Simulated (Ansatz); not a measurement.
A made-up structure of CH3OS, doublet:

C1  (-0.759, 0.173, -0.550)
S2  (0.664, -0.696, -0.512)
O3  (1.479, -0.068, 0.784)
H4  (2.172, 0.606, 0.873)
H5  (-0.777, 1.227, -0.301)
H6  (1.012, -0.337, 1.585)
(Å)

It is relaxed with PBE-D4/def2-SVP and then PBE0-D4/def2-TZVP (Ansatz 0.2.0). Atoms count as bonded within 1.22 times the sum of their covalent radii (H–H: 0.88 Å). The end point is not checked to be a true minimum.

Does its bonding change? (A judgement: the text doesn't fix the answer.)

The calculation gives: Yes. Formed: none; broken: S2–O3.

Where it ends: The first stage lowers the energy by 3.48 eV in 26 steps. It ends as a complex of CHS ([CH][S]) + H₂O:
```xyz
6
angstrom
C -0.3614 0.3575 -0.4823
S -0.9058 -0.9542 -1.1026
O 2.1081 0.3583 1.4455
H 1.4142 0.3045 0.7739
H -0.7145 1.3883 -0.4797
H 2.2506 -0.5488 1.7238
```

Labels in which every atom is bracketed show which atoms are joined, not bond orders.

For scale, one of the runs: PBE0-D4/def2-TZVP relaxation, 117 basis functions, launched by `ansatz run in.yaml --threads 2 --pin off --events-out ev --progress --plain --max-ram 4352MiB`. The run took about 3 min on 2 CPU threads of an Arm Neoverse V1 (shared host).
